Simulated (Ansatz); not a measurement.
# Phosphine (PH3): vertical ionisation energy

An exercise on one series of results from a longer session: the logs are not shown, and one member is left open.

Computed with Ansatz 0.2.0, Gaussian basis. Level: unrestricted cation, the program's frozen cores in correlated methods.

Levels to be run: UKS PBE-D4/def2-TZVPP; UKS r2SCAN-D4/def2-TZVPP; UKS PBE0-D4/def2-TZVPP; UKS B3LYP-D4/def2-TZVPP; UKS wB97X-V/def2-TZVPP; UKS wB97M-V/def2-TZVPP; UKS B2PLYP/def2-TZVPP; UHF-CCSD(T)/def2-TZVPP; UHF-CCSD(T)/def2-QZVPP; extrapolation to the limit; then −ε(HOMO) from the neutral's earlier runs with LDA (SPW92), PBE-D4, revPBE-D4, BLYP-D4, r2SCAN-D4, B97M-V, PBE0-D4, B3LYP-D4, r2SCANh-D4, r2SCAN0-D4, HSE06-D4, BHLYP-D4, CAM-B3LYP-D4, LC-ωPBE, ωB97X-V, ωB97M-V.

## The geometry

All runs share one geometry, relaxed beforehand with PBE0-D4 in a triple-zeta def2 set.

4 atoms, charge 0, spin multiplicity 1.

Atoms are counted from 1 here; the program's logs count them from 0.

Bond lengths: P1–H2 1.420 Å, P1–H3 1.420 Å, P1–H4 1.420 Å. Angles: H2–P1–H3 93.1°, H2–P1–H4 93.1°, H3–P1–H4 93.1°.

The first run:

in.yaml reads:

```yaml
crystal:
  periodic: [false, false, false]
  atoms:
    - {symbol: P, position_ang: [0.345982, -0.326530, -0.332826]}
    - {symbol: H, position_ang: [0.630897, -0.034008, 1.026964]}
    - {symbol: H, position_ang: [-1.005545, -0.663003, -0.057227]}
    - {symbol: H, position_ang: [0.028666, 1.023531, -0.636900]}
basis:
  gaussian: {orbitals: def2-TZVPP}
total_charge: 1
magnetization: {spin_polarized: true, initial_magnetization: 1}
hamiltonian: {xc: pbe, dispersion: d4}
```

Among the steps run: Cation, UKS PBE-D4/def2-TZVPP; Cation, UKS r2SCAN-D4/def2-TZVPP; Cation, UKS PBE0-D4/def2-TZVPP; Cation, UKS B3LYP-D4/def2-TZVPP; Cation, UKS wB97X-V/def2-TZVPP; Cation, UKS wB97M-V/def2-TZVPP; Cation, UKS B2PLYP (frozen core)/def2-TZVPP; Cation, UHF-CCSD(T)/def2-TZVPP; Cation, UHF-CCSD(T)/def2-QZVPP.

One table of the session follows, with a row left open; its other results are not shown here.

It belongs to the step «Ionisation energies side by side». Orbital estimates, from the neutral's runs:

```
  functional  −ε(HOMO) (eV)
 LDA (SPW92)           6.74
      PBE-D4           6.68
   revPBE-D4           6.66
     BLYP-D4           6.56
   r2SCAN-D4           6.94
      B97M-V           7.05
     PBE0-D4           7.86
    B3LYP-D4              ?
  r2SCANh-D4           7.37
  r2SCAN0-D4           8.03
    HSE06-D4           7.46
    BHLYP-D4           8.93
CAM-B3LYP-D4           9.21
     LC-ωPBE          10.60
     ωB97X-V          10.23
     ωB97M-V          10.08
```

**Question.** Estimate the row for B3LYP-D4.

Worked estimate for «−ε(HOMO) (eV)». Against the share of exact exchange, BLYP-D4 (0, 6.56), BHLYP-D4 (0.5, 8.93) give a slope of 4.74 per unit share; at 0.2 the line stands at 7.51.

As computed: −ε(HOMO) (eV): 7.66. In «−ε(HOMO) (eV)» the line misses by -0.15.

Caveats from the session: The cation may have settled in a state other than its lowest; no search over hole states beyond the program's own was made.
